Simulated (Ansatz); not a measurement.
2H MoS2 was calculated with PBEsol-D3(BJ) in Ansatz (PAW).

Settings: plane-wave cutoff 520 eV, 12×12×4 k mesh (along the axes of the cell as run), Fermi–Dirac smearing 0.01 eV, no spin polarisation, scalar-relativistic PAW data made under PBE.

Cell (relaxed at this level):

```yaml
crystal:
  lattice:
    - [1.55446, -2.69241, 0.00000]
    - [1.55446, 2.69241, 0.00000]
    - [0.00000, 0.00000, 11.70814]
  atoms:
    - { symbol: Mo, position: [0.33333, 0.66667, 0.25000] }
    - { symbol: Mo, position: [0.66667, 0.33333, 0.75000] }
    - { symbol: S, position: [0.33333, 0.66667, 0.88352] }
    - { symbol: S, position: [0.66667, 0.33333, 0.38352] }
    - { symbol: S, position: [0.66667, 0.33333, 0.11648] }
    - { symbol: S, position: [0.33333, 0.66667, 0.61648] }
```

What does this level give for the band gap, smallest direct gap on the k points sampled and direct gap at Γ?


- band gap = 0.52 eV
- smallest direct gap on the k points sampled = 1.79 eV
- direct gap at Γ = 2.03 eV

Note: the bulk modulus comes from volumes at which shape and atoms were relaxed.

Spin–orbit coupling is not included.

Ansatz is a first-principles code.
